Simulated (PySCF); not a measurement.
**How methods differ on the ionisation energy of Ne**

Ne [Ne] (1S) → Ne⁺ [He] 2s2 2p5 (2P), as a difference of total energies. Computed with PySCF 2.14 in aug-cc-pVDZ-DK, with scalar relativity by spin-free X2C-1e. Correlated levels: valence: 1s2 frozen. The calculations carry no spin-orbit coupling.

```tsv
method	ionisation energy (eV)
UHF	19.829
PBE0	21.550
TPSS	21.547
MP2 (valence)	21.593
SCS-MP2 (valence)	21.447
CCSD (valence)	21.372
CCSD(T) (valence)	21.403
```

Errors of the correlated levels include the incompleteness of this basis and the frozen core.

Which method comes closest to the reference value, and which is furthest?

The reference is 21.597 eV (measured; NIST levels, between the centres of gravity of the two terms). Closest: MP2 (valence) (error -0.004 eV); furthest: UHF (error -1.768 eV).
